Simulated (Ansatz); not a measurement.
Input file:

```yaml
crystal:
  periodic: [false, false, false]
  atoms:
    - {symbol: Si, position_ang: [0.000000, 0.000000, 3.408935]}
    - {symbol: Al, position_ang: [0.000000, 0.000000, -0.907065]}
    - {symbol: H, position_ang: [0.000000, 0.000000, -2.501871]}
basis:
  gaussian: {orbitals: 6-31G}
magnetization: {spin_polarized: true, initial_magnetization: 0}
correlation: {method: ccsdt_q, electrons: outside_noble_gas}
```

```sh
$ ansatz run in.yaml --threads 1 --pin off --events-out ev --progress --plain --max-ram 2393MiB
```

Log:

```
538 factors; integrals over basis functions are off by at most 6.9e-8 eV
mean field evaluation 1: about -14454.1663 eV, gradient 4.6e0 eV
mean field evaluation 2: about -14454.1671 eV, gradient 4.6e0 eV
mean field evaluation 4: about -14454.6570 eV, gradient 3.0e-1 eV
mean field evaluation 8: about -14454.6595 eV, gradient 6.1e-4 eV
mean field evaluation 16: about -14455.7096 eV, gradient 4.8e-1 eV
mean field evaluation 32: about -14455.5415 eV, gradient 9.0e-2 eV
mean field evaluation 64: about -14454.4391 eV, gradient 5.3e0 eV
mean field evaluation 96: about -14455.7184 eV, gradient 1.5e-6 eV
mean field evaluation 128: about -14455.5270 eV, gradient 1.5e-1 eV
mean field evaluation 160: about -14455.7182 eV, gradient 1.1e-2 eV
...
mean field -14455.71836544 eV, -531.2378514920 hartree, gradient 1.8e-6 eV, S^2 1.000004; 31 other end points of the search recorded, 0 dependent functions left out
determinant -14455.71836544 eV, -531.2378514920 hartree, with singles and doubles -14457.87395762 eV, -531.3170680436 hartree
determinant -14455.50902683 eV, -531.2301584402 hartree, with singles and doubles -14457.75071589 eV, -531.3125389935 hartree
determinant -14455.10713544 eV, -531.2153892037 hartree, with singles and doubles -14456.56058391 eV, -531.2688024499 hartree
determinant -14455.08602348 eV, -531.2146133535 hartree, with singles and doubles -14456.53753082 eV, -531.2679552645 hartree
determinant -14455.02588070 eV, -531.2124031471 hartree, with singles and doubles -14456.44932497 eV, -531.2647137595 hartree
determinant -14454.65952327 eV, -531.1989397600 hartree, with singles and doubles -14456.98737732 eV, -531.2844868183 hartree
determinant -14454.25157804 eV, -531.1839480494 hartree, with singles and doubles -14456.67775300 eV, -531.2731083345 hartree
determinant -14453.98231513 eV, -531.1740528198 hartree, with singles and doubles -14456.67625264 eV, -531.2730531973 hartree
determinant -14453.83152795 eV, -531.1685114934 hartree, with singles and doubles -14455.89318981 eV, -531.2442761693 hartree
determinant -14453.80512829 eV, -531.1675413238 hartree, with singles and doubles -14455.93964117 eV, -531.2459832252 hartree
determinant -14453.71319411 eV, -531.1641628049 hartree, with singles and doubles -14455.83986885 eV, -531.2423166599 hartree
determinant -14453.69892295 eV, -531.1636383493 hartree, with singles and doubles -14455.82144934 eV, -531.2416397555 hartree
determinant -14453.64249626 eV, -531.1615647067 hartree, with singles and doubles -14455.78658331 eV, -531.2403584524 hartree
determinant -14453.60390273 eV, -531.1601464208 hartree, with singles and doubles -14455.74367556 eV, -531.2387816219 hartree
determinant -14452.71409212 eV, -531.1274464840 hartree, with singles and doubles -14454.82859030 eV, -531.2051528588 hartree
determinant -14452.67434027 eV, -531.1259856304 hartree, with singles and doubles -14454.99778004 eV, -531.2113704671 hartree
determinant -14452.60917585 eV, -531.1235908823 hartree, with singles and doubles -14454.91139817 eV, -531.2081959919 hartree
determinant -14455.71836544 eV, -531.2378514920 hartree, with singles and doubles -14458.04409795 eV, -531.3233205855 hartree
determinant -14455.50902683 eV, -531.2301584402 hartree, with singles and doubles -14457.83742415 eV, -531.3157254631 hartree
10 core orbitals not correlated: weight in the atoms' cores, before any rotation towards them, 1.000 or more for the frozen orbitals, at most 0.000 for the correlated occupied ones
reference -14455.71836544 eV, -531.2378514920 hartree; 4, 4 occupied and 14, 14 virtual orbitals, 538 factors
second order -1.23142101 eV of doubles, -0.00000000 eV of singles
...
cycle  23  -2.44692226 eV  change    2.1e-6 eV  update   7.0e-6
cycle  24  -2.44692089 eV  change    1.4e-6 eV  update   5.1e-6
cycle  25  -2.44691933 eV  change    1.6e-6 eV  update   2.8e-6
cycle  26  -2.44691778 eV  change    1.5e-6 eV  update   2.1e-6
cycle  27  -2.44691759 eV  change    1.9e-7 eV  update   1.5e-6
cycle  28  -2.44691759 eV  change   -4.8e-9 eV  update   1.2e-6
cycle  29  -2.44691843 eV  change   -8.4e-7 eV  update   7.5e-7
cycle  30  -2.44691918 eV  change   -7.5e-7 eV  update   4.5e-7
cycle  31  -2.44691956 eV  change   -3.8e-7 eV  update   3.0e-7
cycle  32  -2.44691959 eV  change   -2.2e-8 eV  update   2.1e-7
perturbative correction -0.00387249 eV, -0.0001423113 hartree
WARN: the results are in doubt because among natural orbitals full CI differs from the method by +1.072 eV
Total energy: -14458.16915751 eV, -531.3279164396 hartree
In doubt: among natural orbitals full CI differs from the method by +1.072 eV
```

The determinant's ⟨S²⟩ is 1.00 against 0.00 for a pure state.

Ran on 1 thread of Arm Neoverse V1, shared host: 8 s wall, 0.16 GiB peak host memory.
